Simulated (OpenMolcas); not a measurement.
**Exact exchange and the HOMO–LUMO gap of BSiH5**

BSiH5: 7 atoms, total charge 0, spin state singlet. As SMILES, `B[SiH3]`. Geometry: relaxed at PBE0-D4/def2-TZVP.

The HOMO–LUMO gap y, in eV, basis def2-TZVP; a is the functional's share of exact exchange. Programs: OpenMolcas 26.06.

| functional | program | a | y (eV) |
| --- | --- | --- | --- |
| revPBE | OpenMolcas | 0 | 3.82 |
| PBE | OpenMolcas | 0 | 3.74 |
| B3LYP | OpenMolcas | 0.2 | 5.58 |
| PBE0 | OpenMolcas | 0.25 | ? |
| BHLYP | OpenMolcas | 0.5 | 8.22 |

Q: Fit y = c + s·a to the known rows and predict PBE0.

A: 
1. Means of the 4 rows: a = 0.1750, y = 5.340.
2. Σ(Δa)² = 0.1675, Σ(Δa·Δy) = 1.488, so the slope is 1.488/0.1675 = 8.8836.
3. Intercept: 5.340 − (8.8836) × 0.1750 = 3.785. The largest residual of the fit is 0.045.
4. PBE0: 3.785 + (8.8836) × 0.25 = 6.01 eV.

The run gave 5.99 eV, so the prediction is off by +0.02 eV, within the scatter of the fit. Exact exchange lowers occupied levels and raises empty ones. The rows mix families of semi-local functionals, which the line can't see.
